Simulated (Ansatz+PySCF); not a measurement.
Two shapes of singlet C₂H₆ in separate pieces.

Shape 1:

```xyz
8

C     0.0000    0.0000    0.0000
H     1.0903    0.0000    0.0000
H    -0.5452    0.9443    0.0000
H    -0.5452   -0.9443    0.0000
C    30.0000    0.0000    0.0000
H    29.8967   -0.9660   -0.4950
H    30.2784    0.8817   -0.5779
H    29.8250    0.0843    1.0729
```

Shape 2:

```xyz
8

C     0.0000    0.0000    0.0000
H     1.0903    0.0000    0.0000
H    -0.5452    0.9443    0.0000
H    -0.5452   -0.9443    0.0000
C    10.0000    0.0000    0.0000
H    11.0903    0.0000    0.0000
H     9.4548    0.9443    0.0000
H     9.4548   -0.9443    0.0000
```

Basis set: STO-3G (spherical functions). Correlated methods keep 2 orbitals frozen. Charge 0, multiplicity 1.

Computed with Ansatz (development build ahead of 0.2.0); each method stands on the lowest determinant of its kind that the runs found.

Q: Which shape is lower in energy, and by how much in each method?

A:

| method | E(2) − E(1) (eV) |
| --- | --- |
| RHF | -0.478 |
| UHF | 0.000 |
| UHF-MP2 | 0.000 |
| full CI (lowest root of this spin) | 0.000 |

Shape 2 is lower, bar methods that put the two within 0.005 eV. Caution for RHF: an unrestricted determinant lies well below. Caution for UHF, UHF-MP2: the unrestricted determinant is a mixture of spin states. Caution for UHF-MP2: bonds are stretched, where a single reference can fail.
